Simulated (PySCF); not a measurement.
Molecule: Chlorocyclopentane (SMILES ClC1CCCC1).

Geometry:
```csv
atom,x (Å),y (Å),z (Å)
Cl1,1.990,0.122,-1.396
C2,1.176,-0.418,0.128
C3,0.573,0.779,0.844
C4,-0.713,1.083,0.061
C5,-1.112,-0.246,-0.624
C6,-0.041,-1.265,-0.209
H7,1.949,-0.946,0.701
H8,0.337,0.463,1.875
H9,1.267,1.628,0.911
H10,-1.504,1.472,0.719
H11,-0.518,1.859,-0.694
H12,-1.112,-0.126,-1.717
H13,-2.120,-0.581,-0.341
H14,-0.341,-1.794,0.713
H15,0.171,-2.028,-0.971
```

Geometry PBE0-D3(BJ)/def2-SVP throughout; GIAO in PySCF, gas phase, one conformer, non-relativistic; equivalent atoms averaged; basis pcSseg-1.

For orientation, HF gives these absolute shieldings σ: Cl1 873.1, C2 129.1, C3/C6 156.0, C4/C5 171.5, H7 27.86, H11/H12 29.89, H9/H15 29.91, H10/H13 30.20, H8/H14 30.37 ppm.

A run gave: Cl1 809.6, C2 116.0, C3/C6 145.6, C4/C5 162.1, H7 27.41, H11/H12 29.51, H9/H15 29.62, H10/H13 29.88, H8/H14 29.98 ppm (absolute shieldings σ).

Q: Which functional was used in that run?
A. BHandHLYP
B. CAM-B3LYP
C. LDA
D. BP86
E. PBE

A: A. Cl1 tells them apart best: BHandHLYP gives 809.6, CAM-B3LYP gives 784.4, BP86 gives 752.1, PBE gives 751.2, LDA gives 739.8 ppm.
